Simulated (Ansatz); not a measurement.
**Scan of [H···H···OH], doublet**

Starting geometry:

```yaml
atoms:
  - { symbol: H, position_ang: [-2.0563, 0.0498, 0.0000] }
  - { symbol: H, position_ang: [-1.3113, 0.0498, 0.0000] }
  - { symbol: O, position_ang: [0.1847, 0.0498, 0.0000] }
  - { symbol: H, position_ang: [0.4365, -0.8901, 0.0000] }
```

From there H2 is moved from one fragment to the other while all else, the fragments' distance too, stays fixed, so the hump isn't the reaction's barrier; atoms are numbered as listed. Energies are in kcal/mol, counted from the starting geometry at the same level.

Basis 6-31G; Ansatz 0.2.0. Correlated methods freeze the noble-gas cores. Prefix R: restricted or restricted open-shell reference; prefix U: unrestricted. Active spaces: valence = (9e, 7o) chosen from the atoms' valence shells.

For open shells CISD is restricted-active-space CI with the open shells as a complete middle space. Runs in a small pair space aren't shown, since their orbitals change along the scan.

Full CI is exact within this basis and frozen core; it isn't the basis-set limit. The frozen core follows each run's orbitals, which can shift R against U totals by a few meV.

```csv
distance H1-H2 (Å),full CI,unpaired electrons (full CI),error RHF,error CISD,error UCCSD(T),error UCCSDTQ,error CASSCF (valence space),error NEVPT2 (valence space)
0.693,0.7,1.02,-1.8,-0.4,0.0,0.0,-0.2,0.2
0.745,0.0,1.02,0.0,0.0,0.0,0.0,0.0,0.0
0.817,1.7,1.02,3.5,0.8,0.0,0.0,0.5,-0.3
0.890,4.4,1.03,8.5,2.0,0.1,0.0,1.1,-0.7
0.962,5.8,1.03,15.3,3.3,0.2,0.0,1.8,-1.2
1.034,4.9,1.03,18.7,2.3,0.2,0.0,2.2,-1.7
1.106,1.8,1.03,14.0,1.7,0.2,0.0,2.0,-2.1
1.179,-2.2,1.02,9.6,1.0,0.1,0.0,1.4,-2.4
1.251,-4.6,1.02,6.0,0.4,0.1,0.0,0.9,-2.6
```

Unpaired electrons are Σ n²(2−n)² over natural occupations. Errors are those of relative energies. In total energy the starting point itself misses full CI by: RHF 82.9, CISD 4.4, UCCSD(T) 0.3, UCCSDTQ 0.0, CASSCF (valence space) 51.6, NEVPT2 (valence space) 9.6 kcal/mol.

Spread of the error over the points with a reference, to 1.251 Å (largest less smallest): UCCSDTQ 0.0, UCCSD(T) 0.2, CASSCF (valence space) 2.4, NEVPT2 (valence space) 2.8, CISD 3.7, RHF 20.6 kcal/mol.
